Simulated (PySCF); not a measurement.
# Relaxation of doublet S(OH)₃

All numbers come from UPBE0 in PySCF with S def2-TZVP, O def2-TZVP, H def2-TZVP; no relativity; density-fitted integrals. A (50,194) grid was used.

A hand-made trigonal planar (heavy-atom frame) start, of C3h symmetry, held to at least that symmetry:

```xyz
7
charge 0 multiplicity 2, angstrom
S     0.0000    0.0000    0.0000
O     1.6600    0.0000    0.0000
O    -0.8300    1.4376    0.0000
O    -0.8300   -1.4376    0.0000
H     2.2771   -0.7354    0.0000
H    -0.5017    2.3397    0.0000
H    -1.7754   -1.6043    0.0000
```

Optimiser trace:
| step | E − E(last) (kJ/mol) | largest gradient (Eh/bohr) |
| --- | --- | --- |
| 0 | 56.68 | 0.04802 |
| 1 | 16.97 | 0.01503 |
| 2 | 8.84 | 0.00736 |
| 3 | 3.75 | 0.01126 |
| 4 | 1.56 | 0.00530 |
| 5 | 0.07 | 0.00134 |
| 6 | 0.00 | 0.00027 |
| 7 | 0.00 | 0.00018 |

It ends at C3h with O–H 0.968 Å (×3), S–O 1.791 Å (×3); H–O–S 110.0° (×3), O–S–O 120.0° (×3). A frequency run shows 6 imaginary modes, down to 802i cm⁻¹, so it is a higher-order saddle point.

The relaxation took 34 s on 4 threads of a shared Arm Neoverse V1 host, with 148 basis functions and 8 gradients; the process peaked at 1.2 GiB. Launch command: `OMP_NUM_THREADS=4 python axn.py task.json out`.
